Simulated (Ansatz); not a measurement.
**CF₄ (singlet): the correlation ladder, cc-pVDZ**

One table from this session's results is given with a row withheld; the runs are named, their logs left out.

Program: Ansatz 0.2.0, Gaussian basis. Level of theory: cc-pVDZ, core rule «outside noble gas», up to 5 orbitals frozen. These are calculated values, not measurements.

The runs, in order: UHF; CCSD(T) on RHF; BCCD(T) on RHF; CISD; CCSDT(Q) on RHF; CASSCF and MRCISD+Q, 8 electrons in 8 orbitals; CASSCF and NEVPT2, 8 electrons in 8 orbitals.

13 further runs of the same task are left out: 13 set aside as unsound or not needed.

### The system

The geometry is an MP2(full)/6-31G* stationary point (not a proven minimum).

5 atoms, charge 0, spin multiplicity 1.

Atoms are counted from 1 here; the program's logs count them from 0.

Bond lengths: C1–F2 1.329 Å, C1–F3 1.329 Å, C1–F4 1.329 Å, C1–F5 1.329 Å. Angles: F2–C1–F3 109.5°, F2–C1–F4 109.5°, F2–C1–F5 109.5°, F3–C1–F4 109.5°, F3–C1–F5 109.5°, F4–C1–F5 109.5°.

Set-up of the first run:

in.yaml

```yaml
crystal:
  periodic: [false, false, false]
  atoms:
    - {symbol: C, position_ang: [0.000000, 0.000000, 0.000000]}
    - {symbol: F, position_ang: [0.767436, 0.767436, 0.767436]}
    - {symbol: F, position_ang: [-0.767436, -0.767436, 0.767436]}
    - {symbol: F, position_ang: [-0.767436, 0.767436, -0.767436]}
    - {symbol: F, position_ang: [0.767436, -0.767436, -0.767436]}
basis:
  gaussian: {orbitals: cc-pVDZ}
magnetization: {spin_polarized: true, initial_magnetization: 0}
hamiltonian: {xc: hf}
output: {orbitals: {seedname: orbitals}}
```

Launch:

```console
$ ansatz run in.yaml --threads 1 --pin off --events-out ev --progress --plain --max-ram 4096MiB --backend cpu
```

Steps of the session up to this table: UHF; CCSD(T) on RHF; BCCD(T) on RHF; CISD; CCSDT(Q) on RHF; CASSCF and MRCISD+Q, 8 electrons in 8 orbitals; CASSCF and NEVPT2, 8 electrons in 8 orbitals.

One of the session's tables, all rows but one given; the rest of the session is left out.

| method | from RCCSDT(Q) (kJ/mol) |
| --- | --- |
| RHF | +2363.0 |
| RMP2 | +73.7 |
| CISD | +347.4 |
| RCCSD | ? |
| RCCSD(T) | +6.2 |
| BCCD(T) | +5.1 |
| RCCSDT | +4.9 |
| RCCSDT(Q) | 0 |
| CASSCF frontier | +2099.0 |
| NEVPT2 frontier | +99.7 |
| MRCISD frontier | +277.4 |
| MRCISD+Q frontier | +55.5 |

**Question.** Estimate the row for RCCSD.

The run gave: from RCCSDT(Q) (kJ/mol): +50.7. In the column «from RCCSDT(Q) (kJ/mol)» it lies between RCCSD(T) (+6.2) and MRCISD+Q frontier (+55.5).

With the free atoms at the same levels and basis (separate runs), the atomisation energy is 18.803 eV at RCCSDT(Q), 18.768 eV at RCCSD(T), 12.931 eV at RHF.
